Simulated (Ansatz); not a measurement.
This geometry of AlH4N + H2 (8 atoms, charge 0, multiplicity 1) is a first-order saddle point.

Computed with RKS BLYP/6-31G* in Ansatz 0.2.0.

```xyz
8
Properties=species:S:1:pos:R:3
Al 0.002 0.037 0.181
N -0.056 0.257 2.101
H -0.870 -0.012 2.662
H 0.793 0.215 2.674
H 1.453 -0.210 -0.429
H -1.362 -0.484 -0.457
H -0.196 1.856 0.404
H -0.180 1.465 1.332
```

Q: Which two structures does it join? (They come from a converged band through this point; their orientation in space is the band's.)

A: Bonds broken: H7–H8. Bonds formed: Al1–H7, N2–H8. AlH4N + H2 becomes AlH6N.

First end point:

```xyz
8
Properties=species:S:1:pos:R:3
Al 0.111 -0.852 0.082
N 0.014 -0.121 1.719
H -0.847 0.001 2.253
H 0.817 0.181 2.273
H 1.558 -0.996 -0.572
H -1.258 -1.296 -0.604
H -0.457 3.472 1.705
H -0.353 2.735 1.611
```

Last end point:

```xyz
8
Properties=species:S:1:pos:R:3
Al 0.063 0.391 -0.035
N -0.158 0.390 2.063
H -0.360 -0.553 2.421
H 0.696 0.720 2.532
H 1.328 -0.601 -0.161
H -1.383 -0.191 -0.448
H 0.326 1.965 -0.266
H -0.928 1.003 2.362
```

Q: How far does it lie above each of them?

A: 23.1 kcal/mol above the first and 31.9 kcal/mol above the second. This is the barrier of this one path; another mechanism may lie lower. The orbitals stay closed-shell, which can raise the energy where a bond breaks towards radicals; this wasn't checked here.

Time of the run: 79 s on 1 thread of Arm Neoverse V2 (shared host), peak memory 0.09 GiB.
